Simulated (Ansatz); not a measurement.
C5H10S (`SC1CCCC1`). Charge 0, multiplicity 1. Geometry: relaxed with PBE0-D4/def2-TZVP. It is one conformer, not always the lowest.

```xyz
16

S     1.258   -1.142    2.183
C     0.096   -0.543    0.937
C     0.298   -1.076   -0.476
C    -0.615   -0.192   -1.331
C    -0.745    1.146   -0.562
C     0.058    0.967    0.732
H     2.367   -0.661    1.594
H    -0.876   -0.882    1.314
H     1.346   -0.932   -0.758
H     0.083   -2.142   -0.561
H    -0.220   -0.054   -2.338
H    -1.596   -0.660   -1.441
H    -1.794    1.353   -0.335
H    -0.380    1.993   -1.146
H    -0.363    1.498    1.587
H     1.084    1.327    0.601
```

Question: What is the dipole moment at r2SCAN/def2-TZVPP? (Estimate.)

Answer: Computed: 1.87 D, with components (-0.53, 0.86, -1.57) D in this frame, pointing from negative to positive charge.

Question: And with PBE, B3LYP, ωB97M-V? (Best estimate.)

Answer: The calculation gave: PBE 1.78 D, B3LYP 1.77 D, ωB97M-V 1.74 D.

Question: Give the Mulliken charges with r2SCAN, B3LYP, ωB97M-V in def2-TZVPP. (Estimate.)

Answer: The calculation gave: 
```json
{"atom": "S1", "r2SCAN": "-0.22", "B3LYP": "-0.20", "ωB97M-V": "-0.17"}
{"atom": "C2", "r2SCAN": "0.12", "B3LYP": "0.04", "ωB97M-V": "-0.10"}
{"atom": "C3", "r2SCAN": "-0.08", "B3LYP": "-0.14", "ωB97M-V": "-0.19"}
{"atom": "C4", "r2SCAN": "-0.05", "B3LYP": "-0.14", "ωB97M-V": "-0.18"}
{"atom": "C5", "r2SCAN": "-0.05", "B3LYP": "-0.13", "ωB97M-V": "-0.18"}
{"atom": "C6", "r2SCAN": "-0.08", "B3LYP": "-0.14", "ωB97M-V": "-0.19"}
{"atom": "H7", "r2SCAN": "0.08", "B3LYP": "0.08", "ωB97M-V": "0.10"}
{"atom": "H8", "r2SCAN": "0.04", "B3LYP": "0.08", "ωB97M-V": "0.11"}
{"atom": "H9", "r2SCAN": "0.02", "B3LYP": "0.06", "ωB97M-V": "0.10"}
{"atom": "H10", "r2SCAN": "0.04", "B3LYP": "0.08", "ωB97M-V": "0.10"}
{"atom": "H11", "r2SCAN": "0.03", "B3LYP": "0.07", "ωB97M-V": "0.09"}
{"atom": "H12", "r2SCAN": "0.03", "B3LYP": "0.07", "ωB97M-V": "0.10"}
{"atom": "H13", "r2SCAN": "0.03", "B3LYP": "0.07", "ωB97M-V": "0.10"}
{"atom": "H14", "r2SCAN": "0.03", "B3LYP": "0.07", "ωB97M-V": "0.09"}
{"atom": "H15", "r2SCAN": "0.04", "B3LYP": "0.08", "ωB97M-V": "0.10"}
{"atom": "H16", "r2SCAN": "0.02", "B3LYP": "0.06", "ωB97M-V": "0.10"}
```

B3LYP here is the variant with VWN-RPA as its local correlation; programs differ in this.
